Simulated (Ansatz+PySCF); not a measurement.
Values are calculated unless marked as measured or tabulated.
Several solutions for singlet H₂O

```yaml
atoms:
  - { symbol: O, position_ang: [0.0000, 0.0000, -0.2333] }
  - { symbol: H, position_ang: [0.0000, 1.4706, 0.9334] }
  - { symbol: H, position_ang: [0.0000, -1.4706, 0.9334] }
```

Basis set: 6-31G (spherical functions). Charge 0, multiplicity 1.

PBE0 (unrestricted) was run from several starts with Ansatz (development build ahead of 0.2.0) and PySCF 2.14.0.

| run | program | start | converged | energy (hartree) | <S²> |
| --- | --- | --- | --- | --- | --- |
| A | Ansatz | stability test followed | yes | -76.02747 | 1.23 |
| B | PySCF | program defaults | yes | -75.99265 | 0.00 |
| C | Ansatz | atomic start, no search | yes | -75.99265 | 0.00 |
| D | Ansatz | search for the lowest state | yes | -76.02747 | 1.23 |

Which runs reached the lowest solution of this kind, and what is wrong with the others?

A, D reached the lowest solution found. Converged but too high: B by 0.95 eV, C by 0.95 eV. Convergence only shows a stationary point, and even a stable one can lie too high; stability tests and further starts are what find lower ones. Caution: the unrestricted determinant is a mixture of spin states.
